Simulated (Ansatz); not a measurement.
Bulk modulus B0 (GPa) along a series of related solids, from r²SCAN in Ansatz (PAW); PBE0 in Ansatz (PAW).

```tsv
solid	r²SCAN	PBE0	measured
zinc-blende GaN (metastable phase)	196	200	–
zinc-blende GaP	87.7	89.2	89.6
zinc-blende GaAs	72.3	73.5	76.7
zinc-blende GaSb	53.4	55.0	57‡
```

PBE0 less measured, from the printed values: zinc-blende GaP -0.4 %, zinc-blende GaAs -4.2 %, zinc-blende GaSb‡ -3.5 %.

A member of the series is missing where a level wasn't run or failed, where a doubt is noted on the run or the magnetic state, for phases of high temperature or layered ones, and where values are held back for tests.

Spin–orbit coupling is left out, also for the solids with elements from indium on (zinc-blende GaSb); its size isn't shown.

Each level is taken at its own relaxed cell. Ansatz's density-functional and Hartree–Fock values are scalar-relativistic unless marked +SOC, with PAW data made under PBE.

Measured values are for low temperature or corrected to a static lattice; ‡ marks uncorrected values at room or unstated temperature. References as tabulated in Mejia-Rodriguez and Trickey (2018), arXiv:1807.09216; Toher et al. (2017), arXiv:1611.05714.

Ansatz is a quantum-chemistry and plane-wave program.
